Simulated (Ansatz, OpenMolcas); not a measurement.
# A ladder of methods for AlHCl2 (SMILES [H][Al]([Cl])[Cl])

AlHCl2 has 4 atoms, charge 0, and is taken as a singlet. SMILES: `[H][Al]([Cl])[Cl]`. Geometry: a GFN2-xTB relaxation, a rough one for these elements and not checked as a minimum.

```
atom    x (Å)    y (Å)    z (Å)
  Al  -0.0478  -0.0807  -0.0004
  Cl   1.9719  -0.1826   0.0143
  Cl  -1.0957   1.6499  -0.0158
   H  -0.8284  -1.3866   0.0020
```

Quantity: the energy change with the Al1–Cl2 bond stretched from 2.022 to 4.044 Å, in eV. The values are calculated.

| level | kind | program | value (eV) | less FCI/STO-3G |
| --- | --- | --- | --- | --- |
| SVWN5/STO-3G (restricted) | LDA | Ansatz | 5.71 | +0.17 |
| B3LYP/STO-3G (restricted) | global hybrid | Ansatz | 5.73 | +0.19 |
| PBE0/STO-3G (restricted) | global hybrid | OpenMolcas | 6.02 | +0.48 |
| wB97M-V/STO-3G (restricted) | range-separated hybrid | Ansatz | 6.60 | +1.06 |
| MRCI(2,2)/STO-3G | multireference | OpenMolcas | 5.53 | -0.01 |
| CCSDTQ/STO-3G (restricted) | coupled cluster or CI | Ansatz | 5.54 | 0.00 |
| CISD/STO-3G (restricted) | coupled cluster or CI | OpenMolcas | 5.91 | +0.37 |
| FCI/STO-3G | exact in the basis | OpenMolcas | 5.54 | 0.00 |

FCI/STO-3G is exact within its basis and frozen core, so for wave-function methods in that basis the difference is their error; functionals converge differently with the basis, so for them it is only a difference. The first shape isn't each level's own minimum. The values span 5.53 to 6.60 eV. All rows use very small basis sets, so even the best lies far from the true value.
